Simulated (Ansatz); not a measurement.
`NC(N)S` from Hartree–Fock to CCSD(T)

Cartesian coordinates in Å:
```
N 0.8969 -0.4638 -0.6402
C -0.2256 -0.2604 0.2318
N -1.4328 0.1212 -0.4436
S -0.0168 1.0568 1.5171
H 1.6754 -0.8975 -0.1597
H 1.2166 0.4144 -1.0332
H -0.4061 -1.1993 0.7591
H -1.3222 1.0282 -0.8823
H -1.6414 -0.5563 -1.1675
H 1.2560 0.7566 1.8185
```

The species carries charge 0 and has multiplicity 1. Geometry: relaxed with PBE0-D4/def2-TZVP. It is one conformer, not always the lowest. Frozen core, restricted reference, Ansatz 0.2.0. CBS rows extrapolate triple and quadruple zeta; past MP2 they add the triple-zeta difference.

```
     basis     HF (Eh)  MP2 corr.
  def2-SVP  -547.53767   -0.61956
def2-TZVPP  -547.85378   -0.78429
def2-QZVPP  -547.87259   -0.84219
```

(1) Estimate the CCSD correlation energy and the (T) correction in each basis where they were run (hartree).

## Answers

(1) 
| basis | CCSD corr. | (T) |
| --- | --- | --- |
| def2-SVP | -0.66549 | -0.01896 |
| def2-TZVPP | -0.82254 | -0.03444 |
| CBS(def2) | -0.92334 | as TZ |
